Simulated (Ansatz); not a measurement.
Equilibrium lattice constant a of Hf (model structure, started from the beta-Sn type, I4₁/amd, No. 141, 2 atoms in the cell) at several levels of theory

No measured value is used here.

```json
[
 {"level (code)": "PBE (Ansatz)", "value (Å)": "5.574"},
 {"level (code)": "PBEsol (Ansatz)", "value (Å)": "5.475"},
 {"level (code)": "PBE-D3(BJ) (Ansatz)", "value (Å)": "5.502"},
 {"level (code)": "r²SCAN (Ansatz)", "value (Å)": "5.522"}
]
```

Density-functional levels without +SOC have no spin–orbit coupling. Ansatz's density-functional and Hartree–Fock values are scalar-relativistic unless marked +SOC, with PAW data made under PBE.

A model structure was made by putting elements into a prototype or built by hand; it is no filed structure, need not be a known phase, and can be a saddle point held by its symmetry.

Ansatz is a program for electronic structure.
